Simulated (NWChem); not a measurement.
System: LiH; SMILES [LiH]

NWChem input:

```
start job
memory heap 200 mb stack 900 mb global 1100 mb
geometry units angstroms noautoz
  Li     0.000000     0.000000     0.458603
  H      0.000000     0.000000    -1.145727
end
basis spherical
  Li library def2-svpd
  H library def2-svpd
end
dft
  xc becke88 lyp
  iterations 150
end
task dft gradient
```

Parts of the log:

```
             Northwest Computational Chemistry Package (NWChem) 7.3.0
             --------------------------------------------------------

 ORDER OF PRIMARY AXIS IS BEING SET TO 4
 C4V symmetry detected

                             Geometry "geometry" -> ""
                             -------------------------

 Output coordinates in angstroms (scale by  1.889725989 to convert to a.u.)

  No.       Tag          Charge          X              Y              Z
 ---- ---------------- ---------- -------------- -------------- --------------
    1 Li                   3.0000     0.00000000     0.00000000     0.40108250
    2 H                    1.0000     0.00000000     0.00000000    -1.20324750

 Effective nuclear repulsion energy (a.u.)       0.9895294279

      Symmetry information
      --------------------

 Group name             C4v
 Group number             18
 Group order               8
 No. of unique centers     2

                                 NWChem DFT Module
                                 -----------------

 Summary of "ao basis" -> "ao basis" (spherical)
 ------------------------------------------------------------------------------
       Tag                 Description            Shells   Functions and Types
 ---------------- ------------------------------  ------  ---------------------
 Li                        def2-svpd                 6       12   3s3p
 H                         def2-svpd                 4        8   2s2p

      Symmetry analysis of basis
      --------------------------

        a1         10
        a2          0
        b1          0
        b2          0
        e          10

            General Information
            -------------------
          SCF calculation type: DFT
          Wavefunction type:  closed shell.
          No. of atoms     :     2
          No. of electrons :     4
           Alpha electrons :     2
            Beta electrons :     2
          Charge           :     0
          Spin multiplicity:     1
          Use of symmetry is: on ; symmetry adaption is: on
          Maximum number of iterations: 150
          AO basis - number of functions:    20
                     number of shells:    10
          Convergence on energy requested:  1.00D-06
          Convergence on density requested:  1.00D-05
          Convergence on gradient requested:  5.00D-04

              XC Information
              --------------
                    Becke 1988 Exchange Functional  1.000
              Lee-Yang-Parr Correlation Functional  1.000

             Grid Information
             ----------------
          Grid used for XC integration:  medium
          Radial quadrature: Mura-Knowles
          Angular quadrature: Lebedev.
          Tag              B.-S. Rad. Rad. Pts. Rad. Cut. Ang. Pts.
          ---              ---------- --------- --------- ---------
          Li                  1.45       49          11.0       434
          H                   0.35       45           9.0       434
          Grid pruning is: on
          Number of quadrature shells:    94
          Spatial weights used:  Erf1

      Superposition of Atomic Density Guess
      -------------------------------------

 Sum of atomic energies:          -7.92434299

      Non-variational initial energy
      ------------------------------

 Total energy =      -7.770066
 1-e energy   =     -12.098453
 2-e energy   =       3.338858
 HOMO         =      -0.315184
 LUMO         =      -0.031227

      Symmetry analysis of molecular orbitals - initial
      -------------------------------------------------

  Numbering of irreducible representations:

     1 a1          2 a2          3 b1          4 b2          5 e

  Orbital symmetries:

     1 a1          2 a1          3 a1          4 e           5 e
     6 a1          7 a1          8 e           9 e          10 a1
    11 e          12 e

   convergence    iter        energy       DeltaE   RMS-Dens  Diis-err
 ---------------- ----- ----------------- --------- --------- ---------
 d= 0,ls=0.0,diis     1     -8.0563742131 -9.05D+00  2.87D-02  2.75D-02
 d= 0,ls=0.0,diis     2     -8.0545340486  1.84D-03  1.60D-02  2.25D-02
 d= 0,ls=0.0,diis     3     -8.0636917725 -9.16D-03  3.64D-03  1.95D-03
 d= 0,ls=0.0,diis     4     -8.0644300881 -7.38D-04  4.67D-04  1.73D-05
 d= 0,ls=0.0,diis     5     -8.0644381445 -8.06D-06  4.63D-05  1.70D-07
 d= 0,ls=0.0,diis     6     -8.0644381895 -4.50D-08  8.80D-06  1.24D-08

         Total DFT energy =       -8.064438189495
      One electron energy =      -12.430605098167
           Coulomb energy =        5.590860083836
    Exchange-Corr. energy =       -2.214222603025
 Nuclear repulsion energy =        0.989529427860

 Numeric. integr. density =        4.000000281521

                  Occupations of the irreducible representations
                  ----------------------------------------------

                     irrep           alpha         beta
                     --------     --------     --------
                     a1                2.0          2.0
                     a2                0.0          0.0
                     b1                0.0          0.0
                     b2                0.0          0.0
                     e                 0.0          0.0

                       DFT Final Molecular Orbital Analysis
                       ------------------------------------

 Vector    1  Occ=2.000000D+00  E=-1.879516D+00  Symmetry=a1
              MO Center= -2.3D-25, -8.4D-25,  4.0D-01, r^2= 1.3D-01
   Bfn.  Coefficient  Atom+Function         Bfn.  Coefficient  Atom+Function
  ----- ------------  ---------------      ----- ------------  ---------------
     1      0.989703  1 Li s                 14      0.027980  2 H  s

 Vector    2  Occ=2.000000D+00  E=-1.567452D-01  Symmetry=a1
              MO Center= -3.9D-16, -6.0D-16, -9.9D-01, r^2= 1.6D+00
   Bfn.  Coefficient  Atom+Function         Bfn.  Coefficient  Atom+Function
  ----- ------------  ---------------      ----- ------------  ---------------
    13      0.418470  2 H  s                 14      0.332151  2 H  s
     2      0.308935  1 Li s                  1     -0.166112  1 Li s
     6     -0.090469  1 Li pz                 9     -0.086071  1 Li pz
    12     -0.063164  1 Li pz                 3      0.058480  1 Li s

 Vector    3  Occ=0.000000D+00  E=-5.897684D-02  Symmetry=a1
              MO Center= -3.5D-15, -5.3D-15,  1.5D+00, r^2= 5.1D+00
   Bfn.  Coefficient  Atom+Function         Bfn.  Coefficient  Atom+Function
  ----- ------------  ---------------      ----- ------------  ---------------
     2      0.461353  1 Li s                  3      0.400691  1 Li s
    12      0.264962  1 Li pz                 9      0.260689  1 Li pz
     1     -0.156416  1 Li s                 13     -0.134553  2 H  s
     6      0.128456  1 Li pz                14     -0.128307  2 H  s

 Vector    4  Occ=0.000000D+00  E=-1.680107D-02  Symmetry=e
              MO Center=  4.7D-15, -8.6D-16,  4.2D-01, r^2= 8.8D+00
   Bfn.  Coefficient  Atom+Function         Bfn.  Coefficient  Atom+Function
  ----- ------------  ---------------      ----- ------------  ---------------
    10      0.668037  1 Li px                 7      0.343900  1 Li px
     4      0.136541  1 Li px                11     -0.121224  1 Li py
     8     -0.062405  1 Li py

 Vector    5  Occ=0.000000D+00  E=-1.680107D-02  Symmetry=e
              MO Center=  1.2D-15,  6.4D-15,  4.2D-01, r^2= 8.8D+00
   Bfn.  Coefficient  Atom+Function         Bfn.  Coefficient  Atom+Function
  ----- ------------  ---------------      ----- ------------  ---------------
    11      0.668037  1 Li py                 8      0.343900  1 Li py
     5      0.136541  1 Li py                10      0.121224  1 Li px
     7      0.062405  1 Li px

     Multipole analysis of the density
     ---------------------------------

     L   x y z        total         alpha         beta         nuclear
     -   - - -        -----         -----         ----         -------
     0   0 0 0     -0.000000     -2.000000     -2.000000      4.000000

     1   1 0 0      0.000000      0.000000      0.000000      0.000000
     1   0 1 0      0.000000      0.000000      0.000000      0.000000
     1   0 0 1      2.207291      1.103646      1.103646      0.000000

     2   2 0 0     -4.327857     -2.163928     -2.163928      0.000000
     2   1 1 0      0.000000      0.000000      0.000000      0.000000
     2   1 0 1      0.000000      0.000000      0.000000      0.000000
     2   0 2 0     -4.327857     -2.163928     -2.163928      0.000000
     2   0 1 1      0.000000      0.000000      0.000000      0.000000
     2   0 0 2     -5.299525     -6.096565     -6.096565      6.893604

            General Information
            -------------------
          SCF calculation type: DFT
          Wavefunction type:  closed shell.
          No. of atoms     :     2
          No. of electrons :     4
           Alpha electrons :     2
            Beta electrons :     2
          Charge           :     0
          Spin multiplicity:     1
          Use of symmetry is: on ; symmetry adaption is: on
          Maximum number of iterations: 150
          AO basis - number of functions:    20
                     number of shells:    10
          Convergence on energy requested:  1.00D-06
          Convergence on density requested:  1.00D-05
          Convergence on gradient requested:  5.00D-04

              XC Information
              --------------
                    Becke 1988 Exchange Functional  1.000
              Lee-Yang-Parr Correlation Functional  1.000

[...]

                         DFT ENERGY GRADIENTS

    atom               coordinates                        gradient
                 x          y          z           x          y          z
   1 Li      0.000000   0.000000   0.757936    0.000000   0.000000   0.001163
   2 H       0.000000   0.000000  -2.273808    0.000000   0.000000  -0.001163
```

Level: BLYP/def2-SVPD. Structure relaxed at the PBE-D3(BJ)/def2-SVP level.
